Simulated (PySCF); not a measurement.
**[BF2]+ (SMILES F[B+]F) at QCISD(T)/STO-3G**

What is the energy change on altering one bond length of [BF2]+ at QCISD(T)/STO-3G? 

Program for the calculation: PySCF 2.14.0.

7 further runs of the same task are left out: 7 set aside as unsound or not needed.

**1. The structure to begin with**

[BF2]+ has 3 atoms, charge +1, and is taken as a singlet. As SMILES, `F[B+]F`. Geometry: relaxed at GFN2-xTB.

Bond lengths: F1–B2 1.219 Å, B2–F3 1.219 Å. Angles: F1–B2–F3 179.9°.

**2. A single-point energy at QCISD(T)/STO-3G**

input.py

```python
from pyscf import gto, cc

mol = gto.M(
    atom=[
    ('F', (0.327370, 1.133870, 0.305680)),
    ('B', (0.000740, -0.000320, 0.000370)),
    ('F', (-0.328120, -1.133550, -0.306050)),
],
    verbose=4,
    spin=0,
    max_memory=1860,
    basis='sto-3g',
    charge=1,
)

calc0 = mol.RHF()
calc0.conv_tol = 1e-10
calc0.kernel()
if not calc0.converged:
    calc0 = calc0.newton().run(calc0.mo_coeff, calc0.mo_occ)

mycc = cc.QCISD(calc0, frozen=3)
mycc.kernel()
e_t = mycc.qcisd_t()
e_tot = mycc.e_tot + e_t
print('Final energy', e_tot)
```

The run is started by

```console
$ OMP_NUM_THREADS=1 python input.py
```

Standard output:

```text
PySCF version 2.14.0

[INPUT] num. atoms = 3
[INPUT] num. electrons = 22
[INPUT] charge = 1
[INPUT] spin (= nelec alpha-beta = 2S) = 0
[INPUT] symmetry False subgroup None
[INPUT] Mole.unit = angstrom
[INPUT] Symbol           X                Y                Z      unit          X                Y                Z       unit  Magmom
[INPUT]  1 F      0.327370000000   1.133870000000   0.305680000000 AA    0.618639641399   2.142703760861   0.577651481757 Bohr   0.0
[INPUT]  2 B      0.000740000000  -0.000320000000   0.000370000000 AA    0.001398397332  -0.000604712360   0.000699198666 Bohr   0.0
[INPUT]  3 F     -0.328120000000  -1.133550000000  -0.306050000000 AA   -0.620056935992  -2.142099048501  -0.578350680423 Bohr   0.0

nuclear repulsion = 56.6451617819514
number of shells = 9
number of NR pGTOs = 45
number of NR cGTOs = 15
basis = sto-3g
ecp = {}

******** <class 'pyscf.scf.hf.RHF'> ********
method = RHF
initial guess = minao
damping factor = 0
level_shift factor = 0
DIIS = <class 'pyscf.scf.diis.CDIIS'>
diis_start_cycle = 1
diis_space = 8
diis_damp = 0
SCF conv_tol = 1e-10
SCF conv_tol_grad = None
SCF max_cycles = 50
direct_scf = True
direct_scf_tol = 1e-13
Set gradient conv threshold to 1e-05
Initial guess from minao.
init E= -220.955044133265
  HOMO = -0.646067683664261  LUMO = 0.178664884889251  gap/eV = 22.44212
cycle= 1 E= -220.176050862173  delta_E= 0.779  |g|= 0.529  |ddm|= 2.41
  HOMO = -0.858564866145036  LUMO = -0.099074479433226  gap/eV = 20.66679
cycle= 2 E= -220.263553934028  delta_E= -0.0875  |g|= 0.172  |ddm|= 0.845
  HOMO = -0.926038163064382  LUMO = -0.0627044334096136  gap/eV = 23.49251
cycle= 3 E= -220.271954953882  delta_E= -0.0084  |g|= 0.021  |ddm|= 0.194
  HOMO = -0.918218249874407  LUMO = -0.0594413463924213  gap/eV = 23.36851
cycle= 4 E= -220.272133326776  delta_E= -0.000178  |g|= 0.00272  |ddm|= 0.0341
  HOMO = -0.917882794764744  LUMO = -0.0597280107161771  gap/eV = 23.35158
cycle= 5 E= -220.272137635941  delta_E= -4.31e-06  |g|= 0.000666  |ddm|= 0.00606
  HOMO = -0.917847204499389  LUMO = -0.0596436318396957  gap/eV = 23.35291
cycle= 6 E= -220.272137982824  delta_E= -3.47e-07  |g|= 2.86e-05  |ddm|= 0.00211
  HOMO = -0.91784704039275  LUMO = -0.0596459347070845  gap/eV = 23.35284
cycle= 7 E= -220.272137983077  delta_E= -2.53e-10  |g|= 1.9e-06  |ddm|= 4.79e-05
  HOMO = -0.91784744872316  LUMO = -0.0596452120751394  gap/eV = 23.35287
cycle= 8 E= -220.272137983078  delta_E= -1.08e-12  |g|= 1.8e-07  |ddm|= 3e-06
  HOMO = -0.917847451795364  LUMO = -0.0596452264179451  gap/eV = 23.35287
Extra cycle  E= -220.272137983078  delta_E=    0  |g|= 7.24e-08  |ddm|= 2.94e-07
converged SCF energy = -220.272137983078

******** <class 'pyscf.cc.qcisd.QCISD'> ********
QCISD nocc = 8, nmo = 12
frozen orbitals 3
max_cycle = 50
direct = 0
conv_tol = 1e-07
conv_tol_normt = 1e-05
diis_space = 6
diis_start_cycle = 0
diis_start_energy_diff = 1e+09
Init t2, MP2 energy = -220.378979616933  E_corr(MP2) -0.106841633855722
Init E_corr(QCISD) = -0.106841633855724
cycle = 1  E_corr(QCISD) = -0.10291222363257  dE = 0.00392941022  norm(t1,t2) = 0.0787563
cycle = 2  E_corr(QCISD) = -0.116511737650951  dE = -0.013599514  norm(t1,t2) = 0.0250038
cycle = 3  E_corr(QCISD) = -0.115629355555143  dE = 0.000882382096  norm(t1,t2) = 0.0132062
cycle = 4  E_corr(QCISD) = -0.117846716555263  dE = -0.002217361  norm(t1,t2) = 0.00466021
cycle = 5  E_corr(QCISD) = -0.117817404656975  dE = 2.93118983e-05  norm(t1,t2) = 0.000482412
cycle = 6  E_corr(QCISD) = -0.117817703159205  dE = -2.98502231e-07  norm(t1,t2) = 0.00014768
cycle = 7  E_corr(QCISD) = -0.117821603708574  dE = -3.90054937e-06  norm(t1,t2) = 4.1629e-05
cycle = 8  E_corr(QCISD) = -0.117820769055368  dE = 8.34653206e-07  norm(t1,t2) = 5.55598e-06
cycle = 9  E_corr(QCISD) = -0.117820709320099  dE = 5.97352698e-08  norm(t1,t2) = 1.71618e-06
QCISD converged
E(QCISD) = -220.3899586923978  E_corr = -0.1178207093200986
QCISD(T) correction = -0.0111440194472166
Final energy -220.40110271184506
```

Run time: 0.79 s. Hardware: 1 thread of Intel Xeon Platinum 8488C (Sapphire Rapids), shared host; peak memory 0.12 GiB.

**3. The distorted shape, same level**

calc.py

```python
from pyscf import gto, cc

mol = gto.M(
    atom='''
F      0.742908     2.570927     0.693441
B      0.125667     0.427619     0.116488
F     -0.620057    -2.142099    -0.578351
''',
    max_memory=1860,
    spin=0,
    charge=1,
    unit='bohr',
    basis='sto-3g',
    verbose=4,
)

mf = mol.RHF()
mf.conv_tol = 1e-10
mf.kernel()
if not mf.converged:
    mf = mf.newton().run(mf.mo_coeff, mf.mo_occ)

mycc = cc.QCISD(mf, frozen=3)
mycc.kernel()
e_t = mycc.qcisd_t()
etot = mycc.e_tot + e_t
print('E = %.10f Eh' % etot)
```

The run is started by

```console
$ OMP_NUM_THREADS=1 python calc.py
```

Standard output:

```text
PySCF version 2.14.0

[INPUT] num. atoms = 3
[INPUT] num. electrons = 22
[INPUT] charge = 1
[INPUT] spin (= nelec alpha-beta = 2S) = 0
[INPUT] symmetry False subgroup None
[INPUT] Mole.unit = bohr
[INPUT] Symbol           X                Y                Z      unit          X                Y                Z       unit  Magmom
[INPUT]  1 F      0.393129983410   1.360475979339   0.366953174318 AA    0.742908000000   2.570927000000   0.693441000000 Bohr   0.0
[INPUT]  2 B      0.066500112565   0.226286229756   0.061642794946 AA    0.125667000000   0.427619000000   0.116488000000 Bohr   0.0
[INPUT]  3 F     -0.328120033871  -1.133549974335  -0.306050169113 AA   -0.620057000000  -2.142099000000  -0.578351000000 Bohr   0.0

nuclear repulsion = 51.792280160213
number of shells = 9
number of NR pGTOs = 45
number of NR cGTOs = 15
basis = sto-3g
ecp = {}

******** <class 'pyscf.scf.hf.RHF'> ********
method = RHF
initial guess = minao
damping factor = 0
level_shift factor = 0
DIIS = <class 'pyscf.scf.diis.CDIIS'>
diis_start_cycle = 1
diis_space = 8
diis_damp = 0
SCF conv_tol = 1e-10
SCF conv_tol_grad = None
SCF max_cycles = 50
direct_scf = True
direct_scf_tol = 1e-13
Set gradient conv threshold to 1e-05
[... 1 set-up line as earlier in the session ...]
init E= -220.535452785884
  HOMO = -0.602146853865422  LUMO = 0.0647424475564706  gap/eV = 18.14698
cycle= 1 E= -220.094006966935  delta_E= 0.441  |g|= 0.587  |ddm|= 2.33
  HOMO = -0.73253357966811  LUMO = -0.164196964747114  gap/eV = 15.46523
cycle= 2 E= -220.205851596666  delta_E= -0.112  |g|= 0.268  |ddm|= 1.08
  HOMO = -0.864985848279805  LUMO = -0.102954722859049  gap/eV = 20.73592
cycle= 3 E= -220.22964444003  delta_E= -0.0238  |g|= 0.0381  |ddm|= 0.326
  HOMO = -0.855070134252537  LUMO = -0.098429863873603  gap/eV = 20.58923
cycle= 4 E= -220.230487011844  delta_E= -0.000843  |g|= 0.0115  |ddm|= 0.0743
  HOMO = -0.860153858166668  LUMO = -0.0978958292483917  gap/eV = 20.74210
cycle= 5 E= -220.230604117309  delta_E= -0.000117  |g|= 0.00582  |ddm|= 0.0257
  HOMO = -0.859943838601683  LUMO = -0.0980141170075967  gap/eV = 20.73316
cycle= 6 E= -220.230638909032  delta_E= -3.48e-05  |g|= 0.00055  |ddm|= 0.0227
  HOMO = -0.86059130221872  LUMO = -0.0977656949351314  gap/eV = 20.75754
cycle= 7 E= -220.230639081504  delta_E= -1.72e-07  |g|= 0.000117  |ddm|= 0.00117
  HOMO = -0.860587526842123  LUMO = -0.0977675888397229  gap/eV = 20.75739
cycle= 8 E= -220.230639092817  delta_E= -1.13e-08  |g|= 2.77e-05  |ddm|= 0.000333
  HOMO = -0.860590317549141  LUMO = -0.097768038169667  gap/eV = 20.75745
cycle= 9 E= -220.230639093379  delta_E= -5.62e-10  |g|= 2.2e-06  |ddm|= 8.05e-05
  HOMO = -0.860589790335428  LUMO = -0.0977685854331561  gap/eV = 20.75742
cycle= 10 E= -220.230639093382  delta_E= -2.84e-12  |g|= 1.37e-07  |ddm|= 5.16e-06
  HOMO = -0.860589732029612  LUMO = -0.0977686275938122  gap/eV = 20.75742
Extra cycle  E= -220.230639093382  delta_E=    0  |g|= 6.32e-08  |ddm|= 2.31e-07
converged SCF energy = -220.230639093382

******** <class 'pyscf.cc.qcisd.QCISD'> ********
QCISD nocc = 8, nmo = 12
frozen orbitals 3
max_cycle = 50
direct = 0
conv_tol = 1e-07
conv_tol_normt = 1e-05
diis_space = 6
diis_start_cycle = 0
diis_start_energy_diff = 1e+09
Init t2, MP2 energy = -220.342539053165  E_corr(MP2) -0.111899959783022
Init E_corr(QCISD) = -0.111899959783025
cycle = 1  E_corr(QCISD) = -0.110812849601844  dE = 0.00108711018  norm(t1,t2) = 0.0940158
cycle = 2  E_corr(QCISD) = -0.128209077319485  dE = -0.0173962277  norm(t1,t2) = 0.0347995
cycle = 3  E_corr(QCISD) = -0.127228229940438  dE = 0.000980847379  norm(t1,t2) = 0.0227633
cycle = 4  E_corr(QCISD) = -0.131423317336342  dE = -0.0041950874  norm(t1,t2) = 0.00961833
cycle = 5  E_corr(QCISD) = -0.13162561915717  dE = -0.000202301821  norm(t1,t2) = 0.00289577
cycle = 6  E_corr(QCISD) = -0.131550631689114  dE = 7.49874681e-05  norm(t1,t2) = 0.0014128
cycle = 7  E_corr(QCISD) = -0.131589826212061  dE = -3.91945229e-05  norm(t1,t2) = 0.000360504
cycle = 8  E_corr(QCISD) = -0.131582715130972  dE = 7.11108109e-06  norm(t1,t2) = 9.49373e-05
cycle = 9  E_corr(QCISD) = -0.131584651940731  dE = -1.93680976e-06  norm(t1,t2) = 3.71636e-05
cycle = 10  E_corr(QCISD) = -0.131582549644788  dE = 2.10229594e-06  norm(t1,t2) = 1.20934e-05
cycle = 11  E_corr(QCISD) = -0.131583227329056  dE = -6.77684268e-07  norm(t1,t2) = 3.24476e-06
cycle = 12  E_corr(QCISD) = -0.13158319479162  dE = 3.25374358e-08  norm(t1,t2) = 1.58289e-06
QCISD converged
E(QCISD) = -220.3622222881734  E_corr = -0.1315831947916199
QCISD(T) correction = -0.0114324208563865
E = -220.3736547090 Eh
```

Run time: 0.81 s. Hardware: 1 thread of Intel Xeon Platinum 8488C (Sapphire Rapids), shared host; peak memory 0.12 GiB.

**4. Outcome**

At QCISD(T)/STO-3G, 3 core orbitals frozen:

| quantity | value |
| --- | --- |
| first shape: total energy | -220.40110 Eh |
| first shape: HOMO energy (Hartree–Fock orbitals) | -24.98 eV |
| first shape: LUMO energy (Hartree–Fock orbitals) | -1.62 eV |
| first shape: HOMO–LUMO gap (Hartree–Fock orbitals) | 23.35 eV |
| first shape: correlation energy (3 core orbitals frozen) | -129.0 mEh |
| first shape: (T) correction | -11.14 mEh |
| first shape: T1 diagnostic | 0.023 |
| distorted shape: total energy | -220.37365 Eh |
| distorted shape: HOMO energy (Hartree–Fock orbitals) | -23.42 eV |
| distorted shape: LUMO energy (Hartree–Fock orbitals) | -2.66 eV |
| distorted shape: HOMO–LUMO gap (Hartree–Fock orbitals) | 20.76 eV |
| distorted shape: correlation energy (3 core orbitals frozen) | -143.0 mEh |
| distorted shape: (T) correction | -11.43 mEh |
| distorted shape: T1 diagnostic | 0.030 |
| energy change with the B2–F3 bond stretched from 1.219 to 1.463 Å | 0.747 eV |

In words: With the B2–F3 bond stretched from 1.219 to 1.463 Å the energy rises by 0.75 eV (17.2 kcal/mol). The first shape isn't relaxed at this level, so the change isn't measured from a minimum. The minimal basis adds a large error of its own. The T1 diagnostic (first shape) of 0.023 is above the customary mark for such species, so a single reference may not serve. The triples (first shape) make up 8.6 % of the correlation energy. The T1 diagnostic (distorted shape) of 0.030 is above the customary mark for such species, so a single reference may not serve. Mulliken charges (distorted shape) of the mean-field density run from +0.00 on F1 to +0.96 on B2; they depend strongly on the basis. The triples (distorted shape) make up 8.0 % of the correlation energy.
